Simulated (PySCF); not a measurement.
Species: C3H6FN.
SMILES: `C(C/C=N\[H])F`

Computed, not measured: MP2 and CCSD/aug-cc-pVDZ in PySCF, restricted Hartree–Fock reference, frozen core, non-relativistic, gas phase, PBE0-D3(BJ)/def2-SVP geometry.

E(HF) = -270.99615 Eh.

Q: How large is the problem?

A: 169 basis functions and 40 electrons; 5 orbitals frozen, which leaves o = 15 correlated occupied and v = 149 virtual orbitals. That is o·v = 2235 singles and o·v(o·v + 1)/2 = 2498730 distinct closed-shell doubles amplitudes before symmetry; the costliest CCSD step grows as o²v⁴ = 1.1 × 10^11.

Q: What are the MP2 and CCSD correlation energies?

A: MP2 -0.8027 Eh and CCSD -0.8464 Eh, which gives totals of -271.79885 and -271.84258 Eh. That is 0.768 eV for each correlated electron at CCSD (2222 kJ/mol in all, 0.311 % of the total energy); MP2 gives 94.8 % of the CCSD value.

Q: What is the T1 diagnostic?

A: 0.0122, below the customary warning level of 0.02. It is the norm of the spatial-orbital singles amplitudes over the root of the number of correlated electrons, so the norm is 0.067.

Q: How does correlation change the dipole moment?

A: HF gives 0.75 D and CCSD (unrelaxed density) 0.66 D, a change of -0.09 D; the two vectors are 9° apart.

Connected triples and the basis-set limit are missing.

The values belong to the conformer `[H]/[N:1]=[CH:2]\[CH2:3][CH2:4][F:5]`: N1–C2–C3–C4 -125°, C2–C3–C4–F5 -175°.
